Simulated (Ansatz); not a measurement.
H2NO, SMILES N[O], a rigid scan of one bond length

Computed with Ansatz's Python interface.

Run as a notebook:

```python
import ansatz
import numpy as np
```

```python
BASIS_SET = '6-31G*'
FUNCTIONAL = 'B3LYP'
VDW = 'd3bj'
```

```python
geometry = (
    ansatz.Crystal.molecule()
    .atom('N', (-0.0915, 0.0066, 0.3189))
    .atom('O', (1.1913, -0.0171, -0.1113))
    .atom('H', (-0.5606, -0.8325, -0.0895))
    .atom('H', (-0.5392, 0.843, -0.118))
)
```

```python
symbols = [site.symbol for site in geometry.cartesian_sites]
start = np.array([site.position_ang for site in geometry.cartesian_sites])
axis = (start[2] - start[0]) / np.linalg.norm(start[2] - start[0])
moving = [2]
lengths, energies = [0.919, 0.961, 1.003, 1.044, 1.086, 1.128, 1.17, 1.232], []
for length in lengths:
    xyz = start.copy()
    xyz[moving] += (length - np.linalg.norm(start[2] - start[0])) * axis
    point = ansatz.Crystal.molecule()
    for symbol, place in zip(symbols, xyz):
        point = point.atom(symbol, place.tolist())
    calculation = point.calculation()
    calculation = calculation.basis(gaussian=BASIS_SET)
    calculation = calculation.functional(FUNCTIONAL, dispersion=VDW)
    calculation = calculation.spin('collinear', total=1)
    rep = calculation.run(threads=1, backend='cpu').report
    energies.append(rep['free_energy_ev'])
    print(f'r = {length:6.3f} A  E = {energies[-1]:.5f} eV  <S^2> = {abs(rep["mean_field"]["state"]["spin_squared"]):.3f}')
```

    r =  0.919 A  E = -3566.42131 eV  <S^2> = 0.753
    r =  0.961 A  E = -3566.62037 eV  <S^2> = 0.753
    r =  1.003 A  E = -3566.71005 eV  <S^2> = 0.753
    r =  1.044 A  E = -3566.71741 eV  <S^2> = 0.753
    r =  1.086 A  E = -3566.66316 eV  <S^2> = 0.753
    r =  1.128 A  E = -3566.56255 eV  <S^2> = 0.753
    r =  1.170 A  E = -3566.42839 eV  <S^2> = 0.753
    r =  1.232 A  E = -3566.18988 eV  <S^2> = 0.753

```python
# quartic fit about the minimum
fit = np.polynomial.Polynomial.fit(lengths, np.array(energies) - min(energies), 4).convert()
roots = [r.real for r in fit.deriv().roots() if abs(r.imag) < 1e-9 and fit.deriv(2)(r.real) > 0]
r_e = min(roots, key=lambda r: abs(r - lengths[int(np.argmin(energies))]))
print(f'minimum of the fit at {r_e:.4f} A, force constant {fit.deriv(2)(r_e):.2f} eV/A^2')
```

    minimum of the fit at 1.0274 A, force constant 40.01 eV/A^2

Caveats:
- Total energies depend on the basis set; only differences at equal settings carry meaning.
- The rest of the molecule is held rigid at a force-field or estimated start geometry, and the basis set is modest; single-reference methods fail as a bond breaks.
- The species is open-shell (spin multiplicity 2).
- b3lyp holds the VWN-RPA fit, as in Gaussian; the form of ORCA and Turbomole is b3lyp5.
- Wall time of the script: 7.1 s on 1 thread of Arm Neoverse V2, on a shared host, peak memory 0.16 GiB.
